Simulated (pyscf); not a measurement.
A first-order saddle from PySCF, ωB97X-D3(BJ)/def2-SVP:

```xyz
8

Se    -0.4833     0.3071     1.2490
H     -1.8219     0.0408     0.0157
H      0.0154    -1.0484     0.9862
Si    -0.7940     0.8262    -1.3399
H     -2.2509     0.0489    -0.8478
H     -1.0887     2.2411    -1.0173
H      0.6347     0.4379    -1.5032
H     -1.3569     0.5284    -2.7048
```
Charge 0, spin multiplicity 1.

Surface: singlet, charge 0. Lowest wavenumbers (cm⁻¹): 1380i, 162, 272, 342, 478.

What reaction is this the transition state of?

H₂Se + SiH₄ ⇌ H₃Si–SeH + H₂, a four-centre exchange read from left to right: H–Se, H–Si broken and Se–Si, H–H formed. At ωB97M-D3(BJ)/def2-TZVP it lies +204.6 kJ/mol from the left side and +238.0 kJ/mol from the right (each side as separated species at their lowest minima found). One saddle was located; it need not be the lowest between these sides. Elements up to Kr have no core potential and no relativistic terms here.
